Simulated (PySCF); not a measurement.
```xyz
3
charge 0 multiplicity 3, angstrom
C     0.0000    0.0000    0.0000
N     0.0000    0.0000    1.2350
N     0.0000    0.0000   -1.2350
```

Level of theory: UPBE in PySCF with C def2-TZVP, N def2-TZVP; no relativity; density-fitted integrals.

This geometry of CN₂ is a stationary point at this level.

**Question.** What is the point group?

**Answer.** D∞h.

**Question.** Is it a minimum?

**Answer.** Yes: all harmonic wavenumbers are real.

**Question.** Which band is strongest in the infrared?

**Answer.** 1617 cm⁻¹ (σu+), 158 km/mol.

**Question.** Give the ideal-gas entropy at 298.15 K and 1 bar by parts.

**Answer.** translation 154.9, rotation 54.6, vibration 7.4, spin 9.1; total 226.0 J/(mol K).

Only a few start shapes were tried, so a lower isomer may exist.
